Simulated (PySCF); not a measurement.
C₄H₅N, SMILES c1cc[nH]c1.

The structure is a stationary point at B3LYP-D3(BJ)/def2-SVP.

Computed with HF/def2-TZVP (PySCF).

Symmetry labels are those of the subgroup C2v that the program uses (full group C2v).

Q: List the valence orbital energies around the gap with their symmetry. (Estimate from the structure and the level; the computed values follow.)

A: 
```tsv
orbital	symmetry	energy (eV)
HOMO−7	A1	-19.90
HOMO−6	A1	-16.03
HOMO−5	B2	-15.77
HOMO−4	B1	-15.37
HOMO−3	B2	-14.80
HOMO−2	A1	-14.27
HOMO−1	B1	-9.39
HOMO	A2	-8.05
LUMO	A1	3.64
LUMO+1	B1	4.59
LUMO+2	A1	5.05
LUMO+3	B2	5.11
```
